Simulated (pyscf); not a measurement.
Single points on ωB97X-D3(BJ)/def2-SVP structures (PySCF, gas phase).

**Question.** Estimate by transition-state theory the rate constant of H₃C–CH₂–Br + Cl• → H₃C–Cl + •H₂C–Br (doublet surface; C–C broken, C–Cl formed) at 900 K, with ωB97M-D3(BJ)/def2-TZVP energies (ideal gas, 1 atm, RRHO with modes under 100 cm⁻¹ raised to 100, one conformer, R ln 2 for chiral ones without a mode under 150 cm⁻¹; no tunnelling).

**Answer.** The electronic barrier is 35.3 kcal/mol and the thermal terms add +18.7, so ΔG‡ = 54.0 kcal/mol. With k_BT/h = 1.88e+13 s⁻¹ and RT = 1.788 kcal/mol, and a volume of 1.23e-19 cm³ per molecule at 1 atm, k = 1.8e-19 cm³ molecule⁻¹ s⁻¹. Wigner's tunnelling factor for 1000i cm⁻¹ would be 1.11. A shift of 1 kcal/mol in the barrier changes k by a factor 1.7. The same reactants have a lower exit, to H₃C–CH•–Br + HCl (barrier +0.9 kcal/mol at ωB97M-D3(BJ)/def2-TZVP, against +35.3 kcal/mol here). This is the saddle that the search found; another between the same sides may lie lower. The angle at the attacked C is 178°. Left out: orbital degeneracy and the spin-orbit lowering of Cl. Elements up to Kr have no core potential and no relativistic terms here.
